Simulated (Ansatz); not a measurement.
Input for Ansatz (development build ahead of 0.2.0):

```yaml
crystal:
  periodic: [false, false, false]
  atoms:
    - { symbol: C, position_ang: [0.0, 0.0, 0.0] }
    - { symbol: H, position_ang: [0.93, 0.0, -0.56] }
    - { symbol: H, position_ang: [-0.93, 0.0, -0.56] }
    - { symbol: "N", position_ang: [0.0, 0.0, 1.245] }
basis:
  gaussian: { orbitals: pcseg-2 }
magnetization:
  spin_polarized: true
  initial_magnetization: 1
hamiltonian:
  xc: pbe
```

The input is written out in the form of the current development build from the run's settings.

Output:

- Converged: yes
- Total energy: -93.90003 hartree
- Spin squared of the determinant: 0.757
- Stability test: minimum
